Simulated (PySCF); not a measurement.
A PySCF script (with the pyscf-properties extension) for the NMR shieldings of SMILES [O-]CC1CCC1, [C5H9O]-, on a GFN2-xTB geometry:

```python
import basis_set_exchange as bse
import numpy as np
from pyscf import gto, dft
from pyscf.prop import nmr

atoms = """
O     1.818513   -0.437608    1.383710
C     1.823444    0.004450    0.165245
C     0.406552    0.192057   -0.497181
C    -0.523966   -1.024173   -0.369283
C    -1.642836   -0.103992    0.129020
C    -0.594979    0.991324    0.351450
H     2.391038   -0.663692   -0.591990
H     2.327494    1.038228    0.024995
H     0.500762    0.563180   -1.524792
H    -0.726400   -1.612074   -1.267936
H    -0.139146   -1.666367    0.422929
H    -2.354561    0.154350   -0.660575
H    -2.201191   -0.438539    1.007030
H    -0.234450    1.009020    1.379735
H    -0.854688    2.001825    0.025730
"""
names = dict.fromkeys(["O", "C", "H"], "pcSseg-1")
basis = {el: gto.basis.parse(bse.get_basis(n, elements=[el], fmt="nwchem")) for el, n in names.items()}
mol = gto.M(atom=atoms, basis=basis, charge=-1, verbose=0)
mf = dft.RKS(mol, xc="PBE0")
mf.grids.level = 2
mf.grids.alignment = dft.numint.BLKSIZE   # the property module wants whole blocks of grid points
mf.conv_tol = 1e-9
mf.kernel()

calc = nmr.RKS(mf)   # GIAO
C = mf.mo_coeff
Co = C[:, mf.mo_occ > 0]
resp = mf.gen_response(singlet=True, hermi=2)
def vind(x):   # induced exchange potential for any number of trial vectors
    d = np.einsum("pi,xij,qj->xpq", C, 2 * x.reshape(-1, C.shape[1], Co.shape[1]), Co, optimize=True)
    return np.einsum("xpq,pi,qj->xij", resp(d - d.transpose(0, 2, 1)), C, Co, optimize=True).ravel()
mo1, _ = nmr.rhf.solve_mo1(calc, with_cphf=vind)
sigma = calc.kernel(mo1)
for i, s in enumerate(sigma):   # ppm
    print("%2d %-2s %9.2f" % (i, mol.atom_pure_symbol(i), np.trace(s) / 3))
```

**Question.** What does it print?

**Answer.** 
```
 0 O     260.31
 1 C     100.55
 2 C     136.41
 3 C     168.50
 4 C     166.29
 5 C     168.35
 6 H      25.77
 7 H      25.77
 8 H      29.80
 9 H      31.00
10 H      28.53
11 H      30.25
12 H      30.47
13 H      28.55
14 H      30.99
```

These numbers come from an equivalent density-fitted implementation of the same equations, which agrees with the script to about 0.01 ppm for H and up to a few tenths of a ppm for heavy atoms, so last digits may differ.

**Question.** Turn these shieldings into chemical shifts. δ = σ(ref) − σ, references computed at the same level: H2O for 17O (σ = 336.08 ppm); 13C (σ = 186.93 ppm), 1H (σ = 31.72 ppm) vs TMS.

**Answer.** Averaging equivalent atoms: O 0: 75.8; C 1: 86.4; C 2: 50.5; C 4: 20.6; C 3/5: 18.5; H 6/7: 5.95; H 10/13: 3.18; H 8: 1.92; H 11: 1.47; H 12: 1.24; H 9/14: 0.72 ppm. Experimental scales use liquid or dissolved standards, which lie at an offset from isolated H2O (liquid H2O: subtract about 36 ppm).

Size and cost of the density-fitted run: 147 basis functions, 26 s wall time on 1 thread of an Arm Neoverse N1, shared host.
